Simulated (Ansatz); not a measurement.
A relaxed structure of HfN. Level of theory: PBEsol (plane waves to 420 eV, PAW, scalar-relativistic; Ansatz, a quantum-chemistry and plane-wave program).

```
CELL_PARAMETERS angstrom
      0.00000     2.25085     2.25085
      2.25085     0.00000     2.25085
      2.25085     2.25085     0.00000
ATOMIC_POSITIONS crystal
  Hf 0.00000 0.00000 0.00000
  N  0.50000 0.50000 0.50000
```

Problem. Find the space group and the Wyckoff positions (tolerance 0.01 Å).

Solution. Space group Fm-3m (No. 225); a = 4.502 Å, b = 4.502 Å, c = 4.502 Å, α = 90.00°, β = 90.00°, γ = 90.00°

```csv
atom,site,symmetry,x,y,z
Hf,4a,m-3m,0.0000,0.0000,0.0000
N,4b,m-3m,0.5000,0.5000,0.5000
```

This is the rock salt type.

Problem. Give the shortest distances between elements (the closest pairs, up to four, under 3.6 Å).

Solution. Hf–N 2.25 Å; Hf–Hf 3.18 Å; N–N 3.18 Å.

```yaml
volume_per_atom: 11.40 Å³
band_gap: no gap (metallic)
```

No spin polarisation in the result. The relaxed primitive cell holds an odd number of electrons. A magnetic state may lie lower.

Measured for HfN: a 4.519 Å (0 K or low temperature; as listed in Guo-Xu Zhang et al., New Journal of Physics (2018)). Computed minus measured — a: PBEsol -0.4 %. The computed values are for a static lattice.

It was reached from a disturbed copy of a P4/mmm (No. 123) cell, against which it lies -2.66 eV/atom.
